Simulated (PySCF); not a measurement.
# Basis-set dependence of SiF⁻ at PBE0

PySCF, UKS reference; triplet, unpaired electrons π ↑↑; De to Si + F⁻ without counterpoise correction.

```csv
basis,relativity,functions,Re (Å),ωe (cm⁻¹),De (eV),μ (D)
def2-SVPD,no relativity,47,1.768,612,3.18,1.78
aug-cc-pVDZ-DK,spin-free X2C,50,1.746,633,3.47,2.07
aug-cc-pV(D+d)Z/aug-cc-pVDZ,no relativity,55,1.726,635,3.55,2.21
def2-TZVPPD,no relativity,88,1.703,651,3.53,2.41
```

Question: How does each smaller set differ from the one with most functions, def2-TZVPPD?

Answer: def2-SVPD: +6.5 pm, -6.0 % in ωe, -0.35 eV in De; aug-cc-pVDZ-DK: +4.3 pm, -2.8 % in ωe, -0.06 eV in De; aug-cc-pV(D+d)Z/aug-cc-pVDZ: +2.3 pm, -2.5 % in ωe, +0.02 eV in De. All at PBE0; the set with most functions is neither the basis-set limit nor always the best. The rows treat relativity differently, so the differences are not basis effects alone.

A positive dipole points towards F; it is taken about the centre of mass and depends on that origin. For an ion De counts to the pair picked by the measured ionisation energies or electron affinities, which need not be the lowest pair at this level. The highest Kohn–Sham level is positive in some of these anions. Much of that is self-interaction error, but it also means that the finite basis helps to hold the extra electron. The state is the lowest determinant that a PBE0 search found; another state may lie lower at other levels.
